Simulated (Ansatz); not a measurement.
`CC(F)C(F)F` from Hartree–Fock to CCSD(T)

```xyz
11

C    -0.230   -1.271   -0.023
C     0.411    0.004    0.452
F     1.779   -0.046    0.251
C    -0.092    1.244   -0.263
F    -1.386    1.458    0.085
F    -0.049    1.083   -1.605
H    -0.032   -1.424   -1.085
H     0.170   -2.115    0.539
H    -1.309   -1.226    0.132
H     0.243    0.160    1.524
H     0.494    2.133   -0.008
```

Charge 0, multiplicity 1. Geometry: relaxed with PBE0-D4/def2-TZVP. It is one conformer, not always the lowest. Frozen core, restricted reference, the Gaussian-basis code of Ansatz. CBS rows extrapolate triple and quadruple zeta; past MP2 they add the triple-zeta difference.

| basis | HF (Eh) | MP2 corr. |
| --- | --- | --- |
| def2-SVP | -414.50653 | -0.96362 |
| def2-TZVPP | -415.01267 | -1.25092 |
| def2-QZVPP | -415.03079 | -1.35684 |

Problem. Estimate the CCSD correlation energy and the (T) correction in each basis where they were run (hartree).

Solution. 
```csv
basis,CCSD corr.,(T)
def2-SVP,-1.00594,-0.02185
def2-TZVPP,-1.28029,-0.04240
CBS(def2),-1.46466,as TZ
```
